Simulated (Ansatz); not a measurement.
# SiH₃O− (SMILES [O-][SiH3]): one structure at several levels

The task here is to estimate one member of a computed series from the others.

Method: single points in def2-TZVPPD; program: Ansatz 0.2.0, Gaussian basis.

Correlated methods freeze the cores.

## Starting geometry

SMILES `[O-][SiH3]`, 5 atoms, charge -1, spin multiplicity 1.

Atoms are counted from 1 here; the program's logs count them from 0.

Bond lengths: O1–Si2 1.640 Å, Si2–H3 1.652 Å, Si2–H4 1.587 Å, Si2–H5 1.574 Å. Angles: O1–Si2–H3 111.0°, O1–Si2–H4 110.8°, O1–Si2–H5 118.9°, H3–Si2–H4 110.9°, H3–Si2–H5 105.8°, H4–Si2–H5 98.7°.

Geometry (Å):

```xyz
5

O    -1.4717    0.2317    0.8064
Si   -0.0479    0.0300    0.0188
H    -0.2512    0.1656   -1.6150
H     0.6116   -1.3643    0.3938
H     1.1623    0.9697    0.3805
```

The first run:

File run/in.yaml:

```yaml
crystal:
  periodic: [false, false, false]
  atoms:
    - {symbol: O, position_ang: [-1.471732, 0.231741, 0.806430]}
    - {symbol: Si, position_ang: [-0.047918, 0.029951, 0.018847]}
    - {symbol: H, position_ang: [-0.251157, 0.165579, -1.614998]}
    - {symbol: H, position_ang: [0.611613, -1.364277, 0.393757]}
    - {symbol: H, position_ang: [1.162296, 0.969668, 0.380543]}
basis:
  gaussian: {orbitals: "def2-TZVPPD.json"}
total_charge: -1
hamiltonian: {xc: pbe, dispersion: d4}
output: {forces: true}
```

The basis file named in the input lies beside it (Basis Set Exchange, JSON).

On the command line:

```console
$ ansatz run in.yaml --threads 2 --pin off --events-out ev --progress --plain --max-ram 3481MiB
```

Steps of the session up to this table: PBE-D4/def2-TZVPPD; r2SCAN-D4/def2-TZVPPD; PBE0-D4/def2-TZVPPD; wB97M-V/def2-TZVPPD; CCSD(T)/def2-TZVPPD.

One of the session's tables, all rows but one given; the rest of the session is left out.

| method | RMS force component (eV/Å) | angle to CCSD(T) forces (°) |
| --- | --- | --- |
| PBE-D4 | 0.811 | 6.6 |
| r2SCAN-D4 | 1.021 | 5.5 |
| PBE0-D4 | 1.070 | 6.7 |
| wB97M-V | ? | ? |
| CCSD(T) | 0.969 | reference |

Estimate the missing values for wB97M-V.

As computed: RMS force component (eV/Å): 1.072; angle to CCSD(T) forces (°): 2.8. In the column «RMS force component (eV/Å)» it is the highest.
